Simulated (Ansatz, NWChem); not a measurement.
C2F4 (SMILES FC(F)=C(F)F): the vertical ionisation energy from total energies

The species is C2F4 (6 atoms), meant as a singlet with charge 0. SMILES: `FC(F)=C(F)F`. The coordinates come from a PBE0-D4/def2-TZVP relaxation.

Both states at this one shape; open shells run unrestricted unless said. 1 Eh = 27.2114 eV.

```tsv
level	program	singlet C2F4 (Eh)	doublet [C2F4]+ (Eh)
HF/6-31G* (spherical functions)	Ansatz	-473.410397	-473.058175
MP3/6-31G* (spherical functions), 6 core orbitals frozen	NWChem	-474.326425	-473.952736
```

Question: Work out the vertical ionisation energy at each level.

Answer: 
1. HF/6-31G* (spherical functions): -473.058175 − (-473.410397) = 0.352222 Eh = 9.58 eV.
2. MP3/6-31G* (spherical functions): -473.952736 − (-474.326425) = 0.373689 Eh = 10.17 eV.

No measured value is set beside it here; the levels span 9.58 to 10.17 eV. Hartree–Fock favours the state with fewer electron pairs, since it lacks pair correlation.
